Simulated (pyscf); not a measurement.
`[NH2][B]([NH2])[Cl]` + `[H][H]` → `[NH2][BH][NH2]` + `[ClH]` (four-centre exchange; singlet surface; B–Cl, H–H broken, B–H, Cl–H formed). Structures and frequencies: ωB97X-D3(BJ)/def2-SVP in PySCF. Rate constants from transition-state theory, ωB97M-D3(BJ)/def2-TZVP energies (ideal gas, 1 atm, RRHO with modes under 100 cm⁻¹ raised to 100, one conformer, R ln 2 for chiral ones without a mode under 150 cm⁻¹; no tunnelling), k in cm³ molecule⁻¹ s⁻¹.

| T (K) | 1000/T | log10 k |
|---|---|---|
| 298 | 3.354 | -49.62 |
| 600 | 1.667 | -30.30 |
| 900 | 1.111 | -23.89 |
| 1200 | 0.833 | ? |

**Question.** Fit an Arrhenius line to the three values, give the activation energy, and predict k at 1200 K.

**Answer.** Least squares gives log10 k = -11.17 − 11.47 × 1000/T, so Ea = 11.47 × ln 10 × 1.987 = 52.5 kcal/mol, against an electronic barrier of 49.5. At 1200 K the line gives -20.73; the computed value is -20.62 (ΔG‡ = 83.6 kcal/mol), a factor 1.3 over the line, since the plot is curved. One saddle was located; it need not be the lowest between these sides.
